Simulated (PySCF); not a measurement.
Molecule: `InChI=1S/C4H8F2/c1-4(2-5)3-6/h4H,2-3H2,1H3`.

Molfile (atoms numbered from 1):
```
C4H8F2
     RDKit          3D

 14 13  0  0  0  0  0  0  0  0999 V2000
   -0.5933   -1.4265    0.2376 C   0  0  0  0  0  0  0  0  0  0  0  0
   -0.3130   -0.0854   -0.4260 C   0  0  0  0  0  0  0  0  0  0  0  0
    1.1679    0.2399   -0.4438 C   0  0  0  0  0  0  0  0  0  0  0  0
    1.6586    0.2686    0.8426 F   0  0  0  0  0  0  0  0  0  0  0  0
   -1.0913    1.0269    0.2515 C   0  0  0  0  0  0  0  0  0  0  0  0
   -0.8996    2.2142   -0.4138 F   0  0  0  0  0  0  0  0  0  0  0  0
   -1.6686   -1.6610    0.2382 H   0  0  0  0  0  0  0  0  0  0  0  0
   -0.0728   -2.2412   -0.2877 H   0  0  0  0  0  0  0  0  0  0  0  0
   -0.2408   -1.4245    1.2799 H   0  0  0  0  0  0  0  0  0  0  0  0
   -0.6410   -0.1180   -1.4807 H   0  0  0  0  0  0  0  0  0  0  0  0
    1.3365    1.2278   -0.9017 H   0  0  0  0  0  0  0  0  0  0  0  0
    1.7298   -0.5211   -1.0121 H   0  0  0  0  0  0  0  0  0  0  0  0
   -2.1707    0.7988    0.2588 H   0  0  0  0  0  0  0  0  0  0  0  0
   -0.7489    1.1505    1.2932 H   0  0  0  0  0  0  0  0  0  0  0  0
  1  2  1  0
  2  3  1  0
  3  4  1  0
  2  5  1  0
  5  6  1  0
  1  7  1  0
  1  8  1  0
  1  9  1  0
  2 10  1  0
  3 11  1  0
  3 12  1  0
  5 13  1  0
  5 14  1  0
M  END
```

Geometry PBE0-D3(BJ)/def2-SVP throughout; GIAO in PySCF 2.14.0 with density-fitted response routines, gas phase, one conformer, non-relativistic; equivalent atoms averaged; functional PBE0.

For orientation, def2-TZVP gives these shifts δ (against TMS, CFCl3 at the same level): C3/C5 83.3, C2 39.2, C1 12.0, F4/F6 -250.6, H11/H13 4.46, H12/H14 4.23, H10 1.76, H7/H8/H9 0.89 ppm.

A run gave: C3/C5 60.1, C2 28.6, C1 20.1, F4/F6 -148.1, H11/H13 2.06, H12/H14 1.96, H10 0.94, H7/H8/H9 0.72 ppm (shifts δ (against TMS, CFCl3 at the same level)).

Which basis set was used in that run?
A. 6-31G*
B. pcSseg-1
C. 6-311+G(2d,p)
D. 6-31G
E. STO-3G

Answers

E. F4/F6 tells them apart best: STO-3G gives -148.1, 6-311+G(2d,p) gives -254.5, pcSseg-1 gives -254.0, 6-31G* gives -237.3, 6-31G gives -257.6 ppm.
